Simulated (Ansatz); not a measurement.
One change: `CCCCC(C)C` becomes `CCCCC(C)CC`.

Ansatz, PBE0-D4/def2-TZVP geometries, multiplicity 1. Each molecule was computed in one conformer, which needn't be the lowest.

```tsv
property	`CCCCC(C)C`
HOMO energy (B3LYP/def2-TZVPP) / eV	-8.39
LUMO energy (PBE0/def2-TZVPP) / eV	1.20
HOMO–LUMO gap (B3LYP/def2-TZVPP) / eV	9.27
HOMO–LUMO gap (PBE0/def2-TZVPP) / eV	9.79
size of the dipole moment (PBE/def2-TZVPP) / D	0.09
LUMO energy (ωB97M-V/def2-TZVPP) / eV	2.61
```

Problem. What does the change do to each property? (Estimate.)

Solution. The calculation gave: 
```csv
property,`CCCCC(C)CC`,shift
HOMO energy (B3LYP/def2-TZVPP) / eV,-8.33,0.06
LUMO energy (PBE0/def2-TZVPP) / eV,1.13,-0.07
HOMO–LUMO gap (B3LYP/def2-TZVPP) / eV,9.14,-0.13
HOMO–LUMO gap (PBE0/def2-TZVPP) / eV,9.63,-0.16
size of the dipole moment (PBE/def2-TZVPP) / D,0.08,-0.01
LUMO energy (ωB97M-V/def2-TZVPP) / eV,2.53,-0.08
```

With PBE0 the HOMO rises by 0.09 eV and the LUMO falls by 0.07 eV, so the gap narrows by about 0.16 eV. PBE moves the HOMO by 0.09 eV and ωB97M-V by 0.07 eV. Dipoles are sizes alone; their direction can turn.

B3LYP here is the variant with VWN-RPA as its local correlation; programs differ in this.
